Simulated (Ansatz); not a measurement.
α-phase B was calculated with r²SCAN+rVV10 (Ansatz, a quantum-chemistry and plane-wave program, plane waves, PAW).

Numerical settings: plane-wave cutoff 560 eV, 8×8×8 k mesh, Fermi–Dirac smearing 0.01 eV, scalar-relativistic PAW data made under PBE.

Results at a series of volumes:

```json
[
 {"V (Å³/atom)": "6.919", "E − E_lowest (meV/atom)": "8.32", "P (GPa)": "9.56"},
 {"V (Å³/atom)": "7.063", "E − E_lowest (meV/atom)": "2.01", "P (GPa)": "4.55"},
 {"V (Å³/atom)": "7.207", "E − E_lowest (meV/atom)": "0.00", "P (GPa)": "0.00"},
 {"V (Å³/atom)": "7.352", "E − E_lowest (meV/atom)": "1.88", "P (GPa)": "-4.12"},
 {"V (Å³/atom)": "7.496", "E − E_lowest (meV/atom)": "7.30", "P (GPa)": "-7.85"}
]
```

Fit the third-order Birch–Murnaghan equation and give B0 and B′.

V0 = 7.207 Å³/atom, B0 = 216 GPa, B′ = 3.9 (fit to the energies at full precision).

Shape and atoms are relaxed at each volume.

Measured, for comparison: bulk modulus 224 ± 7 GPa (room temperature, not corrected to a static lattice; as tabulated in Cherednichenko and Solozhenko (2017), arXiv:1709.01104). Computed (rounded) less measured: bulk modulus -4 %.

Note: the bulk modulus comes from volumes at which shape and atoms were relaxed.

Computed values are for the static lattice.
